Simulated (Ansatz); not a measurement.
Body-centred tetragonal In was calculated with PBE-D3(BJ) (Ansatz, a first-principles code, PAW).

Numerical settings: plane-wave cutoff 520 eV, 24×24×24 k mesh, Fermi–Dirac smearing 0.05 eV, scalar-relativistic PAW data made under PBE.

Computed at the level's own relaxed cell.

Predict the volume per atom, pressure derivative B′ of the bulk modulus, bulk modulus and lattice parameter c.


- volume per atom: 26.06 Å³/atom
- pressure derivative B′ of the bulk modulus: 5.2
- bulk modulus: 41.7 GPa
- lattice parameter c: 4.946 Å

The run finds no gap.

Measured, for comparison: bulk modulus 44.7 GPa (copied from a table, unchecked, extrapolated to 0 K and zero-point effects removed; as tabulated in Lejaeghere et al. (2013), arXiv:1204.2733); lattice parameter c 4.947 Å (293 K, not corrected to a static lattice; as tabulated in Wikipedia's data pages). Computed (rounded) less measured: bulk modulus not scored (unchecked), lattice parameter c 0.0 %.

Note: the bulk modulus comes from volumes at which shape and atoms were relaxed.

Spin–orbit coupling is not included.

The computed numbers hold no vibrational or temperature effects.

Computing time: around 4 core-minutes (rough).
